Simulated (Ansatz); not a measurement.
Input file:

```yaml
crystal:
  periodic: [false, false, false]
  atoms:
    - {symbol: Al, position_ang: [0.000000, 0.029431, 1.850804]}
    - {symbol: As, position_ang: [0.000000, -0.030581, -0.654394]}
    - {symbol: H, position_ang: [0.000000, 1.485283, -0.902155]}
basis:
  gaussian: {orbitals: cc-pVDZ}
magnetization: {spin_polarized: false, initial_magnetization: 5}
correlation: {active_space: {ras: {orbitals: [2, 5, 24], electrons: 9, max_holes: 2, max_particles: 2}, fixed_orbitals: true}}
```

```sh
$ ansatz run in.yaml --threads 1 --pin off --events-out ev --progress --plain --max-ram 4096MiB --backend cpu
```

Log:

```
555 factors; integrals over basis functions are off by at most 1.2e-3 eV
mean field evaluation 1: about -67385.5378 eV, gradient 1.4e1 eV
mean field evaluation 2: about -67385.5568 eV, gradient 1.4e1 eV
mean field evaluation 4: about -67388.5786 eV, gradient 2.6e0 eV
mean field evaluation 8: about -67388.8728 eV, gradient 2.9e-1 eV
mean field evaluation 16: about -67385.1395 eV, gradient 1.2e1 eV
mean field -67388.87603813 eV, -2476.4955165804 hartree, gradient 9.5e-7 eV, S^2 8.750000; 1 other end points of the search recorded, 0 dependent functions left out
reference -67388.87603813 eV, -2476.4955165804 hartree; 26, 21 occupied and 24, 29 virtual orbitals, 555 factors
state -67392.03622412 eV, -2476.6116512735 hartree
Total energy: -67392.03622412 eV, -2476.6116512735 hartree
```

Ran on 1 thread of AMD EPYC 7R13, shared host: 2.9 s wall, 0.12 GiB peak host memory.
